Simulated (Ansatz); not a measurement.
# AlP+ (quartet): from Hartree-Fock to the top rungs, cc-pVDZ

One table from this session's results is given with a row withheld; the runs are named, their logs left out.

Computed with Ansatz 0.2.0, Gaussian basis. Level: cc-pVDZ, core rule «outside noble gas», up to 10 orbitals frozen.

To be run: UHF; CCSD(T) on ROHF; CCSD(T) on UHF; BCCD(T) on ROHF; CISD; CCSDT(Q) on ROHF; CCSDT(Q) on UHF; CCSDTQ on ROHF; CCSDTQ on UHF; Full CI.

14 further runs of the same task are left out: 8 for a known fault of the program, 6 set aside as unsound or not needed.

### The system

The geometry is a PBE0/def2-TZVP stationary point (not a proven minimum) of the parent state, kept for this charge and spin.

2 atoms, charge 1, spin multiplicity 4.

Atoms are counted from 1 here; the program's logs count them from 0.

Bond lengths: Al1–P2 2.208 Å.

Set-up of the first run:

Contents of in.yaml:

```yaml
crystal:
  periodic: [false, false, false]
  atoms:
    - {symbol: Al, position_ang: [0.000000, 0.000000, 0.000000]}
    - {symbol: P, position_ang: [0.000000, 0.000000, 2.208000]}
basis:
  gaussian: {orbitals: cc-pVDZ}
total_charge: 1
magnetization: {spin_polarized: true, initial_magnetization: 3}
hamiltonian: {xc: hf}
output: {orbitals: {seedname: orbitals}}
```

Started as:

```sh
ansatz run in.yaml --threads 1 --pin off --events-out ev --progress --plain --max-ram 4096MiB --backend cpu
```

Among the steps run: UHF; CCSD(T) on ROHF; CCSD(T) on UHF; BCCD(T) on ROHF; CISD; CCSDT(Q) on ROHF; CCSDT(Q) on UHF; CCSDTQ on ROHF; CCSDTQ on UHF; Full CI.

One table of the session follows, with a row left open; its other results are not shown here.

```
   method  from FCI (meV)
     ROHF         +3745.1
      UHF         +3569.8
     RMP2          +894.5
     UMP2          +917.6
     CISD               ?
    RCCSD          +169.7
    UCCSD          +159.6
 RCCSD(T)           +38.3
 UCCSD(T)           +39.0
  BCCD(T)           +40.0
   RCCSDT           +10.2
   UCCSDT            +9.0
RCCSDT(Q)            +1.3
UCCSDT(Q)            +0.2
  RCCSDTQ            +0.2
  UCCSDTQ            -0.3
      FCI               0
```

Q: Estimate the row for CISD from the others.

**Answer.** from FCI (meV): +289.6. In the column «from FCI (meV)» it lies between RCCSD (+169.7) and RMP2 (+894.5).

To keep in mind: Levels on UHF freeze UHF's core orbitals, full CI those of ROHF, so the U rows can settle a little off it for that reason alone. Restricted and unrestricted rows rest on different reference determinants; where their highest levels disagree by more than a few hundredths of an eV, they describe different states and don't form one ladder.
